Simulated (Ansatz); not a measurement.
How far each method lies from full CI for PH3⁺, doublet

Geometry: displaced at random from a stationary point.

```xyz
4

P     0.0077    0.0028   -0.0340
H     1.1968    0.0257    0.3512
H    -0.7710    1.1456    0.3365
H    -0.6636   -1.2564    0.3580
```

Basis 6-31G; Ansatz 0.2.0. Only valence electrons are correlated (noble-gas cores frozen), which leaves 7 electrons in 14 orbitals. R marks a restricted (for open shells ROHF) determinant, U an unrestricted one. Active spaces: valence = (7e, 7o) chosen from the atoms' valence shells.

Full CI is exact within this basis and frozen core; it isn't the basis-set limit. The frozen core follows each run's orbitals, which can shift R against U totals by a few meV.

For open shells CISD and CISDTQ are restricted-active-space CI with the open shells as a complete middle space.

- UHF ⟨S²⟩: 0.758
- T1 diagnostic (RCCSD): 0.0126
- largest doubles amplitude (RCCSD): 0.066
- T1 diagnostic (UCCSD): 0.0059

```csv
level,E − E(RHF) (eV)
UHF,-0.0378
RMP2,-1.4140
UMP2,-1.4265
RCCSD,-1.9650
UCCSD,-1.9650
RCCSD(T),-1.9824
UCCSD(T),-1.9823
```

**Question.** Estimate how far full CI in 6-31G lies from RCCSD(T). The table doesn't fix it; the size of (T) and the diagnostics are the guide.

**Answer.** Full CI in 6-31G lies 0.7 kJ/mol below RCCSD(T), which is 40 % of the (T) step (-1.7 kJ/mol). The diagnostics give no warning, yet the rest is a sizeable part of (T).

The other levels:

```json
{"level": "CISD", "E − E(full CI) (kJ/mol)": "7.5", "share of correlation (%)": "96.11", "wall time": "0.33 s"}
{"level": "BCCD(T)", "E − E(full CI) (kJ/mol)": "0.7", "share of correlation (%)": "99.65", "wall time": "0.33 s"}
{"level": "RCCSDT", "E − E(full CI) (kJ/mol)": "0.1", "share of correlation (%)": "99.96", "wall time": "–"}
{"level": "UCCSDT", "E − E(full CI) (kJ/mol)": "0.1", "share of correlation (%)": "99.96", "wall time": "–"}
{"level": "CISDTQ", "E − E(full CI) (kJ/mol)": "0.1", "share of correlation (%)": "99.95", "wall time": "0.99 s"}
{"level": "RCCSDT(Q)", "E − E(full CI) (kJ/mol)": "0.0", "share of correlation (%)": "99.99", "wall time": "0.93 s"}
{"level": "UCCSDT(Q)", "E − E(full CI) (kJ/mol)": "0.0", "share of correlation (%)": "100.00", "wall time": "0.87 s"}
{"level": "RCCSDTQ", "E − E(full CI) (kJ/mol)": "0.0", "share of correlation (%)": "100.00", "wall time": "8 s"}
{"level": "UCCSDTQ", "E − E(full CI) (kJ/mol)": "0.0", "share of correlation (%)": "100.00", "wall time": "8 s"}
{"level": "CASSCF (valence space)", "E − E(full CI) (kJ/mol)": "45.8", "share of correlation (%)": "76.14", "wall time": "–"}
{"level": "NEVPT2 (valence space)", "E − E(full CI) (kJ/mol)": "11.7", "share of correlation (%)": "93.90", "wall time": "2.4 s"}
{"level": "MRCISD (valence space)", "E − E(full CI) (kJ/mol)": "1.0", "share of correlation (%)": "99.48", "wall time": "–"}
{"level": "MRCISD+Q (valence space)", "E − E(full CI) (kJ/mol)": "0.5", "share of correlation (%)": "99.72", "wall time": "3 s"}
```

The correlation energy at full CI, counted from RHF, is -1.989 eV. That run took 2.4 s on 1 thread of Arm Neoverse N1, shared host over 364,364 determinants.

Times hold each run's SCF and search for its determinant on a shared host, so for small cases they say little of a method's own cost; they ran on 1 thread of Arm Neoverse N1.

The full-CI state has the irrep A of C1, in the program's axes.

Natural occupations of full CI about the gap: 1.980 1.967 1.959 0.997 0.034 0.029 0.020 0.004 0.003 0.003; effectively unpaired electrons, Σ n²(2−n)², 1.02.
